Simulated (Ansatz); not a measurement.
The cluster MgO2⁻, relaxed as a doublet with UKS r2SCAN-D4/def2-TZVPD in Ansatz, starting from the GFN2-xTB geometry. Force threshold 0.02 eV/Å.

The structure holds 1 bond(s) between oxygen atoms. The highest occupied level of the charge -1 doublet lies above zero (up to 1.38 eV). It is a level of β spin, whose loss leaves a triplet; that state wasn't run at this geometry and level. The electron is either unbound and held by the finite basis, or the level is raised by self-interaction error. The relaxation made no stability test and no search for a lower SCF solution. Another isomer (doublet) lies 0.80 eV lower at PBE0-D4/def2-TZVPD; other spin states weren't run for this one.

Start:

| atom | x (Å) | y (Å) | z (Å) |
| --- | --- | --- | --- |
| Mg1 | -0.7348 | -0.8089 | -0.2268 |
| O2 | -0.1769 | 0.8220 | 0.3874 |
| O3 | 0.9117 | -0.0131 | -0.1605 |

(1) Estimate the energy that the relaxation releases and the steps that it takes.

(2) Does the start keep its bonding and symmetry?

(3) Predict the relaxed structure.

Results:

(1) 9.5 kJ/mol, in 5 steps; 8.5 s on 4 threads of Arm Neoverse V1 on a shared host. No frequencies were taken in this run, so the end may be a saddle point.

(2) By distances, no bond broke or formed. The bond that changes most is O2–O3, from 1.48 to 1.57 Å (atoms count from 1). Point group C2v at the start, C2v at the end, both within 0.05 Å.

(3) 
```xyz
3

Mg   -0.7465   -0.8218   -0.2304
O    -0.2069    0.8560    0.4072
O     0.9534   -0.0342   -0.1768
```
Bond lengths: 2 × Mg–O 1.87 Å; 1 × O–O 1.57 Å.
